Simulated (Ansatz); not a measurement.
# CH2Al (quartet): the correlation ladder, def2-QZVPP

One table from this session's results is given with a row withheld; the runs are named, their logs left out.

Method: def2-QZVPP, core rule «outside noble gas», up to 6 orbitals frozen; program: Ansatz 0.2.0, Gaussian basis.

The runs, in order: UHF; ROHF; CCSD(T) on UHF.

### What is computed

The geometry is a PBE0/def2-TZVP stationary point (not a proven minimum).

4 atoms, charge 0, spin multiplicity 4.

Atoms are counted from 1 here; the program's logs count them from 0.

Bond lengths: Al1–C2 1.925 Å, Al1–H3 1.580 Å, Al1–H4 1.580 Å. Angles: C2–Al1–H3 117.7°, C2–Al1–H4 117.7°, H3–Al1–H4 124.6°.

Set-up of the first run:

The input, in.yaml:

```yaml
crystal:
  periodic: [false, false, false]
  atoms:
    - {symbol: Al, position_ang: [0.000000, 0.000000, 0.527635]}
    - {symbol: C, position_ang: [0.000000, 0.000000, -1.397228]}
    - {symbol: H, position_ang: [0.000000, 1.398998, 1.262610]}
    - {symbol: H, position_ang: [0.000000, -1.398998, 1.262610]}
basis:
  gaussian: {orbitals: "def2-QZVPP.json"}
magnetization: {spin_polarized: true, initial_magnetization: 3}
hamiltonian: {xc: hf}
output: {orbitals: {seedname: orbitals}}
```

Launch:

```bash
$ ansatz run in.yaml --threads 1 --pin off --events-out ev --progress --plain --max-ram 4096MiB --backend cpu
```

Among the steps run: UHF; ROHF; CCSD(T) on UHF.

One table of the session follows, with a row left open; its other results are not shown here.

It belongs to the step «Misses and costs». 

| method | from UCCSD(T) (meV) |
| --- | --- |
| ROHF | +5513.0 |
| UHF | +5466.3 |
| UMP2 | ? |
| UCCSD | +164.1 |
| UCCSD(T) | 0 |

Q: Estimate the row for UMP2 from the others.

The run gave: from UCCSD(T) (meV): +976.6. In the column «from UCCSD(T) (meV)» it lies between UCCSD (+164.1) and UHF (+5466.3).
